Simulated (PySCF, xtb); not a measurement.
Bonds broken one at a time in the series B Cl-H. All species are isolated molecules in the gas phase. Strings in code marks are SMILES.

Quantity: homolytic bond dissociation enthalpy at 298 K (no spin–orbit term), in kJ/mol. Enthalpy corrections at 298 K come from GFN2-xTB frequencies (xtb).

Case: B–Cl bond of `BCl`, giving `[BH2]` and `[Cl]`. Geometry of `ClB` (neutral, multiplicity 1, Å):

```xyz
4

B     -0.1560     0.0059    -0.0014
Cl     1.5849    -0.0594     0.0132
H     -0.6753     1.0713    -0.0053
H     -0.7536    -1.0177    -0.0065
```

What homolytic bond dissociation enthalpy at 298 K (no spin–orbit term) does B3LYP/3-21G // B3LYP-D3(BJ)/def2-TZVP (PySCF) give?

468.6 kJ/mol.
